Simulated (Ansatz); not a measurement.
**C₂H₆S₂: up Jacob's ladder to CCSD(T)**

The task here is to estimate one member of a computed series from the others.

Method: functionals in def2-TZVPP, the program's frozen cores in correlated methods; program: Ansatz 0.2.0, Gaussian basis.

The runs, in order: PBE-D4, r2SCAN-D4, PBE0-D4, B3LYP-D4, ωB97X-V, ωB97M-V, B2PLYP; CCSD(T)/def2-TZVPP; CCSD(T)/def2-QZVPP; extrapolation to the limit.

### The geometry

All runs share one geometry, relaxed beforehand with PBE0-D4 in a triple-zeta def2 set.

SMILES `SCCS`, 10 atoms, charge 0, spin multiplicity 1.

Atoms are counted from 1 here; the program's logs count them from 0.

Bond lengths: S1–C2 1.812 Å, S1–H5 1.343 Å, C2–C3 1.514 Å, C2–H6 1.092 Å, C2–H7 1.091 Å, C3–S4 1.812 Å, C3–H8 1.091 Å, C3–H9 1.092 Å, S4–H10 1.343 Å. Angles: C2–S1–H5 96.8°, S1–C2–C3 113.1°, S1–C2–H6 105.2°, S1–C2–H7 109.6°, C3–C2–H6 110.2°, C3–C2–H7 111.2°, H6–C2–H7 107.1°, C2–C3–S4 113.1°, C2–C3–H8 111.2°, C2–C3–H9 110.2°, S4–C3–H8 109.6°, S4–C3–H9 105.2°, H8–C3–H9 107.1°, C3–S4–H10 96.8°.

Set-up of the first run:

in.yaml reads:

```yaml
crystal:
  periodic: [false, false, false]
  atoms:
    - {symbol: S, position_ang: [-0.952484, 1.452124, -1.411791]}
    - {symbol: C, position_ang: [-0.196921, 0.755596, 0.081165]}
    - {symbol: C, position_ang: [-0.181862, -0.758482, 0.088353]}
    - {symbol: S, position_ang: [0.436841, -1.456165, 1.642503]}
    - {symbol: H, position_ang: [-0.016309, 1.029898, -2.276858]}
    - {symbol: H, position_ang: [-0.800924, 1.130906, 0.909332]}
    - {symbol: H, position_ang: [0.808519, 1.161322, 0.206594]}
    - {symbol: H, position_ang: [0.399858, -1.151778, -0.747217]}
    - {symbol: H, position_ang: [-1.196869, -1.146442, -0.015462]}
    - {symbol: H, position_ang: [1.700161, -1.017000, 1.523382]}
basis:
  gaussian: {orbitals: def2-TZVPP}
hamiltonian: {xc: pbe, dispersion: d4}
output: {forces: true, orbitals: {seedname: orbitals}}
```

Started as:

```
> ansatz run in.yaml --threads 2 --pin off --events-out ev --progress --plain --max-ram 22528MiB --backend cpu
```

Among the steps run: PBE-D4 (GGA); r2SCAN-D4 (meta-GGA); PBE0-D4 (hybrid); B3LYP-D4 (hybrid); ωB97X-V (range-separated); ωB97M-V (range-separated); B2PLYP (double hybrid); CCSD(T) in def2-TZVPP; CCSD(T) in def2-QZVPP.

One table of the session follows, with a row left open; its other results are not shown here.

It belongs to the step «Atomisation energies». 

```
            method  atomisation energy (kJ/mol)
            PBE-D4                       3531.6
         r2SCAN-D4                            ?
           PBE0-D4                       3482.1
          B3LYP-D4                       3454.8
           ωB97X-V                       3478.9
           ωB97M-V                       3484.6
            B2PLYP                       3413.2
     HF/def2-TZVPP                       2504.9
    MP2/def2-TZVPP                       3404.2
   CCSD/def2-TZVPP                       3319.6
CCSD(T)/def2-TZVPP                       3372.0
           MP2/CBS                       3497.0
       CCSD(T)/CBS                       3462.8
```

**Question.** Estimate the row for r2SCAN-D4.

**Answer.** atomisation energy (kJ/mol): 3473.1. In the column «atomisation energy (kJ/mol)» it lies between CCSD(T)/CBS (3462.8) and ωB97X-V (3478.9).

Caveats from the session: Free atoms (2 S, 2 C, 6 H) were run apart at each level; the atomisation energy is their sum less the molecule, without zero-point or spin-orbit terms.
